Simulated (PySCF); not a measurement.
# CH4ClF, a complex of two parts: interaction energy

What interaction energy should one expect for `CCl` with `F`?

Computed with PySCF 2.14.0; each step states its level. No surroundings beyond the atoms listed, unless a continuum is named. Atoms count from 0, parts from 1.

## (1) The system as given

7 atoms, charge 0, multiplicity 1; geometry: GFN2-xTB. Parts: 1 = atoms 0–4, `CCl`, charge 0; 2 = atoms 5–6, `F`, charge 0.

## (2) Geometry optimisation at PBE0-D3(BJ)/def2-SVPD

The job: settings as JSON, then the geometry in Å.

```
{"job": {"xc": "PBE0", "basis": "def2-SVPD", "d3": "d3bj", "grid": 2, "kind": "geom", "shake": 0.01}, "charge": 0, "multiplicity": 1, "parts": [{"atoms": "0-4", "charge": 0, "multiplicity": 1}, {"atoms": "5-6", "charge": 0, "multiplicity": 1}]}
C     -0.133534    -0.008236    -0.043203
Cl     1.613621     0.133468    -0.163818
H     -0.605867     0.913509    -0.486447
H     -0.382371    -0.068632     0.999643
H     -0.474612    -0.868510    -0.610308
F      1.243774     0.439876    -3.090138
H      1.531624     0.347806    -2.183371
```

Started as:

```console
> OMP_NUM_THREADS=1 python cluster_run.py task.json out
```

The driver reads the jobs from task.json and runs them one after another.

**Question.** The jobs that follow are: CCSD(T)/aug-cc-pVDZ and MP2/aug-cc-pVTZ counterpoise interaction energy, frozen core, gas phase. Predict: rotational constants (main isotopes); interaction energy, CCSD(T) limit estimate; MP2/aug-cc-pVTZ; T1 diagnostic.

As calculated:

```
                                  quantity                  value
      rotational constants (main isotopes)  13.32, 3.76, 2.99 GHz
interaction energy, CCSD(T) limit estimate         -4.58 kcal/mol
                           MP2/aug-cc-pVTZ         -4.47 kcal/mol
                             T1 diagnostic                 0.0104
```

In words: The optimisation took 4 steps and gained 0.061 eV; among the bonds of the start, C0–H2 changed most, from 1.127 to 1.095 Å. The estimate adds CCSD(T) less MP2 in the small basis (+0.15 kcal/mol) to extrapolated MP2. Hartree-Fock gives -2.52 against -4.58 kcal/mol.
